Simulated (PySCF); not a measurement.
Species: PPPP tetrahedron, P₄.
Geometry (PBE0-D3(BJ)/def2-SVP, Å), atoms numbered from 1 in this order:
```xyz
4
P4 angstrom
P      1.2437    0.5175    0.0348
P     -0.5846    0.1545    1.2042
P      0.0676   -1.3117   -0.3008
P     -0.7267    0.6397   -0.9382
```

Theory: PySCF 2.14.0, PBE0-D3(BJ)/def2-SVP geometry optimisation, gas phase.

Masses are those of the commonest isotopes; rigid-rotor values at the optimised geometry. The values belong to one conformer.

Problem. Give the principal moments of inertia and the rotational constants in MHz.

Solution. Ia = 149.95, Ib = 150.03, Ic = 150.06 u·Å²; 505379 MHz·u·Å²/I gives A = 3370, B = 3368, C = 3368 MHz.

Problem. Classify the top.

Solution. A spherical top, as the point group Td requires three equal moments; the computed ones differ by 0.07 % because the geometry is symmetric only within the optimiser's tolerance.

The point group Td allows no dipole (computed: 0.00 D), so a rigid rotor has no electric-dipole lines.

Problem. Estimate the classical rotational partition function at 10 K, 100 K and 298.15 K.

Solution. Point group Td, symmetry number σ = 12; q = (√π/σ)·√((kT/h)³/(ABC)), k/h = 20836.6 MHz/K: 71.8 at 10 K, 2270 at 100 K, 11700 at 298.15 K.

PBE0-D3(BJ)/def2-SVP frequencies: not computed here. No vibrational averaging or centrifugal distortion is included, and the geometry carries the error of its method.
